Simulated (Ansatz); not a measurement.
# CH2N2: ionisation energy by level of theory

An exercise on one series of results from a longer session: the logs are not shown, and one member is left open.

The runs use Ansatz 0.2.0, Gaussian basis; unrestricted cation, the program's frozen cores in correlated methods.

Plan: UKS PBE-D4/def2-TZVPP; UKS r2SCAN-D4/def2-TZVPP; UKS PBE0-D4/def2-TZVPP; UKS B3LYP-D4/def2-TZVPP; UKS wB97X-V/def2-TZVPP; UKS wB97M-V/def2-TZVPP; UKS B2PLYP/def2-TZVPP; UHF-CCSD(T)/def2-TZVPP; UHF-MP2/def2-QZVPP; extrapolation to the limit; then −ε(HOMO) from the neutral's earlier runs with LDA (SPW92), PBE-D4, revPBE-D4, BLYP-D4, r2SCAN-D4, B97M-V, PBE0-D4, B3LYP-D4, r2SCANh-D4, r2SCAN0-D4, HSE06-D4, BHLYP-D4, CAM-B3LYP-D4, LC-ωPBE, ωB97X-V, ωB97M-V.

### Structure used throughout

An earlier PBE0-D4 in a triple-zeta def2 set relaxation fixed the geometry.

SMILES `N#CN`, 5 atoms, charge 0, spin multiplicity 1.

Atoms are counted from 1 here; the program's logs count them from 0.

Bond lengths: N1–C2 1.154 Å, C2–N3 1.335 Å, N3–H4 1.009 Å, N3–H5 1.009 Å. Angles: N1–C2–N3 177.4°, C2–N3–H4 115.2°, C2–N3–H5 115.2°, H4–N3–H5 113.6°.

The first run:

Input file in.yaml:

```yaml
crystal:
  periodic: [false, false, false]
  atoms:
    - {symbol: N, position_ang: [0.456484, -1.285643, 1.337247]}
    - {symbol: C, position_ang: [0.226273, -0.538662, 0.488084]}
    - {symbol: N, position_ang: [0.002624, 0.299221, -0.526994]}
    - {symbol: H, position_ang: [-0.889172, 0.190793, -0.985534]}
    - {symbol: H, position_ang: [0.253692, 1.260691, -0.354203]}
basis:
  gaussian: {orbitals: def2-TZVPP}
total_charge: 1
magnetization: {spin_polarized: true, initial_magnetization: 1}
hamiltonian: {xc: pbe, dispersion: d4}
```

Started as:

```sh
$ ansatz run in.yaml --threads 4 --pin off --events-out ev --progress --plain --max-ram 10444MiB
```

Among the steps run: Cation, UKS PBE-D4/def2-TZVPP; Cation, UKS r2SCAN-D4/def2-TZVPP; Cation, UKS PBE0-D4/def2-TZVPP; Cation, UKS B3LYP-D4/def2-TZVPP; Cation, UKS wB97X-V/def2-TZVPP; Cation, UKS wB97M-V/def2-TZVPP; Cation, UKS B2PLYP (frozen core)/def2-TZVPP; Cation, UHF-CCSD(T)/def2-TZVPP; Cation, UHF-MP2/def2-QZVPP.

One of the session's tables, all rows but one given; the rest of the session is left out.

Orbital estimates, from the neutral's runs:

```
  functional  −ε(HOMO) (eV)
 LDA (SPW92)           6.82
      PBE-D4           6.63
   revPBE-D4           6.56
     BLYP-D4           6.51
   r2SCAN-D4           6.91
      B97M-V           6.94
     PBE0-D4           8.02
    B3LYP-D4              ?
  r2SCANh-D4           7.43
  r2SCAN0-D4           8.22
    HSE06-D4           7.62
    BHLYP-D4           9.32
CAM-B3LYP-D4           9.44
     LC-ωPBE          10.83
     ωB97X-V          10.43
     ωB97M-V          10.32
```

Estimate the missing values for B3LYP-D4.

Worked estimate for «−ε(HOMO) (eV)». Against the share of exact exchange, BLYP-D4 (0, 6.51), BHLYP-D4 (0.5, 9.32) give a slope of 5.62 per unit share; at 0.2 the line stands at 7.63.

As computed: −ε(HOMO) (eV): 7.79. In «−ε(HOMO) (eV)» the line misses by -0.16.
